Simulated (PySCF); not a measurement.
Below is a simulated gas-phase C 1s photoelectron spectrum of `CCCN(C)C`.

Every computed line was given a Gaussian of 0.8 eV full width at half maximum and an area set by the number of equivalent atoms; the highest printed point is 100. Theory: PySCF 2.14.0, delta-SCF UKS SCAN, pcX-2 on the ionised atom, pcseg-1 elsewhere, spin-free X2C.

```csv
binding energy (eV),intensity
289.2,0
289.3,0
289.4,1
289.5,1
289.6,3
289.7,5
289.8,9
289.9,15
290.0,23
290.1,34
290.2,45
290.3,56
290.4,66
290.5,75
290.6,82
290.7,88
290.8,94
290.9,98
291.0,100
291.1,98
291.2,90
291.3,78
291.4,63
291.5,47
291.6,32
291.7,21
291.8,12
291.9,6
292.0,3
292.1,1
292.2,1
292.3,0
```

Q: Count the maxima, the lines and the sites behind this envelope.

A: The curve has 1 maximum (at 291.0 eV). Under it lie 4 lines from 4 inequivalent carbon sites. At this width some lines have no maximum of their own.

Q: Decompose the envelope and assign each component. Numbering: `[CH3:1][CH2:2][CH2:3][N:4]([CH3:5])[CH3:6]`.

A: 
```json
{"position (eV)": "290.39", "relative area": "1", "line": "C 1s", "atoms": "C2", "environment": "chain CH2 carbon"}
{"position (eV)": "290.55", "relative area": "1", "line": "C 1s", "atoms": "C1", "environment": "methyl carbon"}
{"position (eV)": "291.02", "relative area": "1", "line": "C 1s", "atoms": "C3", "environment": "sp3 carbon bound to nitrogen"}
{"position (eV)": "291.16", "relative area": "2", "line": "C 1s", "atoms": "C5/C6", "environment": "N-methyl carbon"}
```

Q: What are the centre and the root-mean-square width of the whole band?

A: The area-weighted mean of the lines is 290.86 eV. Their own spread about it is 0.32 eV (rms) and each Gaussian has σ = 0.8/2.355 = 0.34 eV; the variances add, which gives 0.47 eV.

Lowest listed C 1s: C2, bonded to 2 C and 2 H. Highest, 0.77 eV above it: C5/C6, bonded to N and 3 H. The widest gap between neighbouring values is 0.47 eV, between 290.55 and 291.02 eV. Summing the Pauling electronegativity differences to the bonded atoms, each weighted by its formal bond order, gives -0.70 for the lowest site and -0.56 for the highest; the largest sum, -0.21, belongs to C3, 0.14 eV below the top. The smallest sum, -1.05, belongs to C1, 0.16 eV above the lowest.

The curve has no shake-up lines and no vibrational structure. One atom of each set of topologically equivalent atoms was ionised and stands for the set; in this conformer not all members are related by symmetry, and their own values weren't computed. Geometry: PBE0-D3(BJ)/def2-SVP, one conformer, isolated molecule.

Shape of the structure used: `[CH3:1][CH2:2][CH2:3][N:4]([CH3:5])[CH3:6]`: C1–C2–C3–N4 -173°, C2–C3–N4–C5 -66°.
